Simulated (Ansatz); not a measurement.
**C₂H₇NO₂: a ladder of functionals and wavefunction methods**

The task here is to estimate one member of a computed series from the others.

Program: Ansatz 0.2.0, Gaussian basis. Level of theory: functionals in def2-TZVPP, the program's frozen cores in correlated methods. These are calculated values, not measurements.

Levels to be run: PBE-D4, r2SCAN-D4, PBE0-D4, B3LYP-D4, ωB97X-V, ωB97M-V, B2PLYP; CCSD(T)/def2-TZVPP; MP2/def2-QZVPP; extrapolation to the limit.

## The geometry

An earlier PBE0-D4 in a triple-zeta def2 set relaxation fixed the geometry.

SMILES `NCOCO`, 12 atoms, charge 0, spin multiplicity 1.

Atoms are counted from 1 here; the program's logs count them from 0.

Bond lengths: N1–C2 1.441 Å, N1–H6 1.010 Å, N1–H7 1.009 Å, C2–O3 1.403 Å, C2–H8 1.095 Å, C2–H9 1.099 Å, O3–C4 1.409 Å, C4–O5 1.383 Å, C4–H10 1.097 Å, C4–H11 1.098 Å, O5–H12 0.962 Å. Angles: C2–N1–H6 112.1°, C2–N1–H7 112.3°, H6–N1–H7 109.0°, N1–C2–O3 111.7°, N1–C2–H8 114.0°, N1–C2–H9 108.0°, O3–C2–H8 104.4°, O3–C2–H9 110.7°, H8–C2–H9 107.9°, C2–O3–C4 113.5°, O3–C4–O5 109.3°, O3–C4–H10 110.0°, O3–C4–H11 108.9°, O5–C4–H10 106.4°, O5–C4–H11 112.3°, H10–C4–H11 110.0°, C4–O5–H12 107.8°.

The first run:

The input, in.yaml:

```yaml
crystal:
  periodic: [false, false, false]
  atoms:
    - {symbol: N, position_ang: [-0.935924, 0.034099, 1.344378]}
    - {symbol: C, position_ang: [-0.569106, -0.915601, 0.324049]}
    - {symbol: O, position_ang: [-0.196495, -0.278546, -0.869097]}
    - {symbol: C, position_ang: [1.036227, 0.397824, -0.782369]}
    - {symbol: O, position_ang: [1.140032, 1.295838, -1.828781]}
    - {symbol: H, position_ang: [-1.898223, 0.330116, 1.260206]}
    - {symbol: H, position_ang: [-0.782781, -0.325170, 2.275254]}
    - {symbol: H, position_ang: [-1.380230, -1.590090, 0.029990]}
    - {symbol: H, position_ang: [0.256184, -1.529172, 0.712066]}
    - {symbol: H, position_ang: [1.863316, -0.313326, -0.902089]}
    - {symbol: H, position_ang: [1.102877, 0.890495, 0.196711]}
    - {symbol: H, position_ang: [0.441024, 1.948432, -1.726116]}
basis:
  gaussian: {orbitals: def2-TZVPP}
hamiltonian: {xc: pbe, dispersion: d4}
output: {forces: true, orbitals: {seedname: orbitals}}
```

Started as:

```
$ ansatz run in.yaml --threads 4 --pin off --events-out ev --progress --plain --max-ram 10444MiB
```

Steps of the session up to this table: PBE-D4 (GGA); r2SCAN-D4 (meta-GGA); PBE0-D4 (hybrid); B3LYP-D4 (hybrid); ωB97X-V (range-separated); ωB97M-V (range-separated); B2PLYP (double hybrid); CCSD(T) in def2-TZVPP; MP2 in def2-QZVPP.

One table of the session follows, with a row left open; its other results are not shown here.

```
            method  atomisation energy (kcal/mol)
            PBE-D4                         1104.1
         r2SCAN-D4                         1072.4
           PBE0-D4                         1075.3
          B3LYP-D4                         1074.2
           ωB97X-V                         1076.6
           ωB97M-V                         1078.0
            B2PLYP                         1062.4
     HF/def2-TZVPP                          732.9
    MP2/def2-TZVPP                         1063.0
   CCSD/def2-TZVPP                         1025.9
CCSD(T)/def2-TZVPP                              ?
           MP2/CBS                         1094.3
       CCSD(T)/CBS                         1074.7
```

Q: Estimate the row for CCSD(T)/def2-TZVPP from the others.

The run gave: atomisation energy (kcal/mol): 1043.5. In the column «atomisation energy (kcal/mol)» it lies between CCSD/def2-TZVPP (1025.9) and B2PLYP (1062.4).
